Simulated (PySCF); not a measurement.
Shapes and spin states of S₄

These are results of PySCF, PBE0, basis S def2-TZVP (no relativity, density fitting), not measurements.

Relaxations began from a few typed shapes and spin states; open shells are unrestricted. The search is not exhaustive: other isomers or separated fragments can lie lower, and high-lying points may rest on an excited occupation.

Task: Which is the lowest minimum found?
A. triplet C2h: S–S 1.926 Å (×2), S–S 2.174 Å; S–S–S 104.6° (×2)
B. singlet D4h: S–S 2.110 Å (×4); S–S–S 90.0° (×4)
C. triplet D2h: S–S 1.981 Å (×2), S–S 2.261 Å (×2); S–S–S 90.0° (×4)
D. triplet C2v: S–S 1.986 Å (×2), S–S 2.150 Å, S–S 2.390 Å; S–S–S 86.5° (×2), S–S–S 93.5° (×2)
E. triplet D2h: S–S 2.104 Å, S–S 2.220 Å (×4); S–S–S 56.6° (×2), S–S–S 61.7° (×4), S–S–S 123.4° (×2)
F. triplet D2h: S–S 2.105 Å (×4); S–S–S 84.6° (×2), S–S–S 95.4° (×2)
G. triplet C2v: S–S 1.895 Å (×2), S–S 2.379 Å; S–S–S 101.9° (×2)

Result: G. The others lie at 6.2 (triplet C2h), 44.8 (triplet C2v), 45.3 (triplet D2h, a saddle point), 72.6 (singlet D4h, a saddle point), 93.6 (triplet D2h, a saddle point), 252.0 (triplet D2h, a saddle point) kJ/mol above it.
